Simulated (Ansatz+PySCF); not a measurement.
Values are calculated unless marked as measured or tabulated.
This PySCF input gave a total energy of -199.86098 hartree.

```python
from pyscf import gto, scf

mol = gto.M(atom="""
F 0.000000 -0.353530 -1.098530
H 0.000000 0.418800 -0.734730
F 0.000000 0.353530 1.098530
H 0.000000 -0.418800 0.734730
""", basis='def2-svp', charge=0, spin=0)
mf = scf.UHF(mol)
mf.init_guess = 'minao'
mf.kernel()
while True:  # follow internal instabilities
    mo, _, stable, _ = mf.stability(return_status=True)
    if stable: break
    mf.kernel(mf.make_rdm1(mo, mf.mo_occ))
print(mf.converged, mf.e_tot, mf.spin_square()[0])
```

(1) Write an input for Ansatz with the same method and basis set.

## Answers

(1)

```yaml
crystal:
  periodic: [false, false, false]
  atoms:
    - { symbol: F, position_ang: [0.0, -0.35353, -1.09853] }
    - { symbol: H, position_ang: [0.0, 0.4188, -0.73473] }
    - { symbol: F, position_ang: [0.0, 0.35353, 1.09853] }
    - { symbol: H, position_ang: [0.0, -0.4188, 0.73473] }
basis:
  gaussian: { orbitals: def2-SVP }
magnetization:
  spin_polarized: true
hamiltonian:
  xc: hf
```

Ansatz (development build ahead of 0.2.0) gave -199.86098 hartree, 0.03 meV from the first.
